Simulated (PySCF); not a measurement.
## Cl, SMILES `[Cl]` (charge 0, multiplicity 2)

Calculation: PBE-D3(BJ)/def2-TZVP (PySCF 2.14.0).

```
Item                                                     Value
-----------------------------  -------------------------------
highest occupied spin orbital                         -8.04 eV
dipole moment                                           0.00 D
total energy                                      -459.9584 Ha
cost                           around 2.5 core-seconds (rough)
```

Bonded distances (Å): .
Charge 0, spin multiplicity 2.
